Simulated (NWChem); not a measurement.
# NO+ (nitrosonium) at BB1K/4-31G (Cartesian functions)

What is the vertical electron affinity of NO+ (nitrosonium) at BB1K/4-31G (Cartesian functions)? 

Program for the calculation: NWChem 7.3.0.

5 further runs of the same task are left out: 1 that didn't finish, 4 set aside as unsound or not needed.

**1. The molecule**

The species is NO+ (2 atoms), meant as a singlet with charge +1. SMILES: `N#[O+]`. Geometry: the measured bond length.

Bond lengths: N1–O2 1.063 Å.

**2. Energy and forces at BB1K/4-31G (Cartesian functions)**

The input, no.xyz:

```xyz
2
NO BB1K
N      0.000000     0.000000     0.000000
O      0.000000     0.000000     1.063220
```

The input, no.nw:

```
START no
TITLE "NO BB1K"
memory total 2200 mb
charge 1
GEOMETRY noautoz
load no.xyz
END
BASIS cartesian
* library 4-31G
END
DFT
xc bb1k
mult 1
grid fine
convergence energy 1e-06
mulliken
noprint "final vectors analysis"
END
TASK dft gradient
```

The run is started by

```sh
$ nwchem no.nw > no.out
```

Log:

```text
[...]
 Group name             C4v
[...]
          Wavefunction type:  closed shell.
          No. of atoms     :     2
          No. of electrons :    14
[...]
          Charge           :     1
          Spin multiplicity:     1
[...]
          AO basis - number of functions:    18
[...]
              XC Information
              --------------
                         BB1K Method XC Functional
                     Hartree-Fock (Exact) Exchange  0.420
                    Becke 1988 Exchange Functional  0.580
                         B95 Correlation Potential  1.000
[...]
 d= 0,ls=0.0,diis     1   -129.1645852284 -1.57D+02  6.56D-02  1.17D+00     0.1
[...]
 d= 0,ls=0.0,diis     6   -129.2632452682 -2.85D-07  7.91D-06  5.61D-08     0.2
         Total DFT energy =     -129.263245268189
      One electron energy =     -224.352909355781
           Coulomb energy =       82.123586340860
    Exchange-Corr. energy =      -14.905788794514
 Nuclear repulsion energy =       27.871866541246
[...]
      Total Density - Mulliken Population Analysis
     ---------------------------------------------
    Atom       Charge   Shell Charges
 -----------   ------   -------------------------------------------------------
    1 N    7     6.26   2.00  0.95  1.95  0.96  0.40
    2 O    8     7.74   2.00  0.96  2.68  1.04  1.07
[...]
  wavefunction    = closed shell
[...]
                         DFT ENERGY GRADIENTS
    atom               coordinates                        gradient
                 x          y          z           x          y          z
   1 N       0.000000   0.000000  -1.071570    0.000000   0.000000   0.019223
   2 O       0.000000   0.000000   0.937624    0.000000   0.000000  -0.019223
[...]
```

It took 0.89 s on 1 thread of AMD EPYC 7R13 (Zen 3), shared host; peak memory 0.1 GiB.

**3. Doublet neutral NO**

The input, run.xyz:

```xyz
2

N      0.000000     0.000000     0.000000
O      0.000000     0.000000     1.063220
```

The input, run.nw:

```
start run
memory stack 880 mb heap 220 mb global 1100 mb

geometry units angstroms noautosym nocenter noautoz
   load run.xyz
end

basis cartesian
   * library 4-31G
end

dft
   xc bb1k
   mult 2
   grid fine
   convergence energy 1e-06
   maxiter 150
   mulliken
end

task dft gradient
```

The run is started by

```sh
$ nwchem run.nw > run.out
```

Log:

```text
[...]
          Wavefunction type:  spin polarized.
          No. of atoms     :     2
          No. of electrons :    15
[...]
          Charge           :     0
          Spin multiplicity:     2
[...]
          AO basis - number of functions:    18
[...]
              XC Information
              --------------
                         BB1K Method XC Functional
                     Hartree-Fock (Exact) Exchange  0.420
                    Becke 1988 Exchange Functional  0.580
                         B95 Correlation Potential  1.000
[...]
 d= 0,ls=0.0,diis     1   -129.5828782551 -1.57D+02  2.12D-02  9.00D-02     0.1
[...]
 d= 0,ls=0.0,diis     9   -129.6169385932 -6.08D-08  7.51D-06  2.23D-08     0.7
[...]
         Total DFT energy =     -129.616938593231
      One electron energy =     -231.425561099523
           Coulomb energy =       89.357361043586
    Exchange-Corr. energy =      -15.420605078540
 Nuclear repulsion energy =       27.871866541246
[...]
      Total Density - Mulliken Population Analysis
     ---------------------------------------------
    Atom       Charge   Shell Charges
 -----------   ------   -------------------------------------------------------
    1 N    7     6.86   2.00  0.83  2.17  1.07  0.79
    2 O    8     8.14   2.00  0.90  2.81  1.05  1.39
[...]
      <S2> =      0.7524 (Exact =     0.7500)
[...]
  wavefunction    = open shell
                         DFT ENERGY GRADIENTS
    atom               coordinates                        gradient
                 x          y          z           x          y          z
   1 N       0.000000   0.000000   0.000000   -0.000000  -0.000000   0.288088
   2 O       0.000000   0.000000   2.009194    0.000000   0.000000  -0.288088
[...]
```

Run time: 1.4 s. Hardware: 1 thread of AMD EPYC 7R13 (Zen 3), shared host; peak memory 0.11 GiB.

**4. Summary of results**

At BB1K/4-31G (Cartesian functions):

```
                                              quantity          value
                             singlet NO+: total energy  -129.26325 Eh
                 singlet NO+: largest force on an atom     0.988 eV/Å
                      doublet neutral NO: total energy  -129.61694 Eh
                     doublet neutral NO: dipole moment         0.11 D
doublet neutral NO: HOMO energy (highest over α and β)       -6.55 eV
 doublet neutral NO: LUMO energy (lowest over α and β)       -0.78 eV
                              doublet neutral NO: ⟨S²⟩          0.752
          doublet neutral NO: largest force on an atom    14.814 eV/Å
   vertical electron affinity (to the doublet neutral)       9.624 eV
```

**Reading.** At fixed nuclei the extra electron is bound by 9.62 eV (222 kcal/mol). The largest force (singlet NO+) is 0.99 eV/Å: the shape isn't a stationary point for this species at this level.
